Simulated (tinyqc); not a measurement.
Inside a calculation. Method: UKS/LDA (PW92) in the sto-3g basis, for BH2, spin multiplicity 2. One step of it, computed by the program tinyqc.

Task: Iteration 2: diagonalisation and new density. Diagonalise F' = X^T F X, C = X C', fill 4 alpha and 3 beta electrons from the bottom; D(s) = C_occ C_occ^T. Each column has its largest component positive (the first on a tie).

extrapolated F(alpha) (hartree), lower triangle:
```
            1B 1s      1B 2s     1B 2px     1B 2py     1B 2pz      2H 1s      3H 1s
1B 1s   -6.228281
1B 2s   -1.901995  -0.823510
1B 2px   0.000000   0.000000  -0.029309
1B 2py  -0.000012  -0.003719   0.000000  -0.039598
1B 2pz   0.009037   0.029233   0.000000  -0.003427  -0.019299
2H 1s   -0.208072  -0.220394   0.000000  -0.143086  -0.067737  -0.102901
3H 1s   -0.170473  -0.190542   0.000000   0.128184  -0.060878  -0.024204  -0.079093
```

extrapolated F(beta) (hartree), lower triangle:
```
            1B 1s      1B 2s    1B 2px     1B 2py     1B 2pz      2H 1s      3H 1s
1B 1s   -6.210339
1B 2s   -1.890816  -0.767552
1B 2px   0.000000   0.000000  0.047051
1B 2py  -0.000401  -0.006207  0.000000  -0.002140
1B 2pz   0.004846   0.000302  0.000000  -0.002255   0.034199
2H 1s   -0.207071  -0.213898  0.000000  -0.139288  -0.068291  -0.096060
3H 1s   -0.169620  -0.184805  0.000000   0.124391  -0.061478  -0.023769  -0.073444
```

X:
```
                1          2          3         4          5          6         7
1B 1s   -0.425358   0.155817   0.699107  0.000000  -0.553947  -0.060267  0.284990
1B 2s    0.910705  -0.265628  -0.271855  0.000000  -0.246657  -0.087128  0.510851
1B 2px   0.000000   0.000000   0.000000  1.000000   0.000000   0.000000  0.000000
1B 2py   0.291449   0.878396  -0.012188  0.000000  -0.002176   0.597713  0.090323
1B 2pz   0.361438  -0.094050   0.657660  0.000000   0.667750  -0.028524  0.196857
2H 1s   -0.803685  -0.474322  -0.255181  0.000000   0.207762   0.351703  0.418240
3H 1s   -0.368548   0.800532  -0.286840  0.000000   0.229915  -0.467994  0.285866
```

Give: F' = X^T F X; orbital energies; coefficients C; F' = X^T F X; orbital energies; coefficients C; D(alpha) after iteration 2; D(beta) after iteration 2.

Result:

F' = X^T F X (alpha) (hartree), lower triangle:
```
        1       2       3       4       5       6       7
1  -0.070
2   0.144   0.182
3   0.811  -0.344  -2.281
4   0.000   0.000   0.000  -0.029
5  -0.681   0.303   2.282   0.000  -2.419
6  -0.082   0.060   0.313   0.000  -0.336  -0.219
7   0.465  -0.204  -1.620   0.000   1.754   0.250  -1.549
```

orbital energies (alpha) (hartree): MO1 -6.238, MO2 -0.304, MO3 -0.174, MO4 -0.079, MO5 -0.029, MO6 0.189, MO7 0.250

coefficients C (alpha):
```
           MO1     MO2     MO3     MO4    MO5     MO6     MO7
1B 1s    0.988  -0.271   0.025   0.098  0.000   0.157  -0.048
1B 2s    0.045   0.830  -0.090  -0.385  0.000  -0.643   0.209
1B 2px   0.000   0.000   0.000   0.000  1.000   0.000   0.000
1B 2py   0.000   0.028   0.556  -0.028  0.000   0.230   0.927
1B 2pz   0.000  -0.044   0.042   0.777  0.000  -0.648   0.176
2H 1s   -0.008   0.282   0.450   0.314  0.000   0.477  -0.819
3H 1s   -0.007   0.218  -0.443   0.373  0.000   0.794   0.446
```

F' = X^T F X (beta) (hartree), lower triangle:
```
        1       2       3      4       5       6       7
1  -0.045
2   0.144   0.210
3   0.800  -0.339  -2.240
4   0.000   0.000   0.000  0.047
5  -0.690   0.307   2.311  0.000  -2.372
6  -0.080   0.077   0.314  0.000  -0.332  -0.200
7   0.480  -0.207  -1.628  0.000   1.739   0.249  -1.527
```

orbital energies (beta) (hartree): MO1 -6.219, MO2 -0.266, MO3 -0.156, MO4 -0.020, MO5 0.047, MO6 0.208, MO7 0.279

coefficients C (beta):
```
           MO1     MO2     MO3     MO4    MO5     MO6     MO7
1B 1s    0.988  -0.250   0.027   0.141  0.000   0.157  -0.041
1B 2s    0.043   0.756  -0.094  -0.526  0.000  -0.641   0.180
1B 2px   0.000   0.000   0.000   0.000  1.000   0.000   0.000
1B 2py   0.001   0.044   0.517  -0.006  0.000   0.203   0.955
1B 2pz   0.001   0.053   0.006   0.749  0.000  -0.684   0.159
2H 1s   -0.007   0.348   0.448   0.319  0.000   0.495  -0.781
3H 1s   -0.007   0.259  -0.496   0.345  0.000   0.754   0.460
```

D(alpha) after iteration 2, lower triangle:
```
         1B 1s   1B 2s  1B 2px  1B 2py  1B 2pz   2H 1s  3H 1s
1B 1s    1.059
1B 2s   -0.220   0.847
1B 2px   0.000   0.000   0.000
1B 2py   0.004  -0.016   0.000   0.310
1B 2pz   0.090  -0.339   0.000   0.000   0.607
2H 1s   -0.042   0.072   0.000   0.249   0.250   0.381
3H 1s   -0.040   0.077   0.000  -0.251   0.262  -0.021  0.384
```

D(beta) after iteration 2, lower triangle:
```
         1B 1s   1B 2s  1B 2px  1B 2py  1B 2pz   2H 1s  3H 1s
1B 1s    1.040
1B 2s   -0.149   0.583
1B 2px   0.000   0.000   0.000
1B 2py   0.004  -0.015   0.000   0.269
1B 2pz  -0.012   0.040   0.000   0.006   0.003
2H 1s   -0.082   0.221   0.000   0.247   0.021   0.322
3H 1s   -0.085   0.242   0.000  -0.245   0.011  -0.132  0.313
```
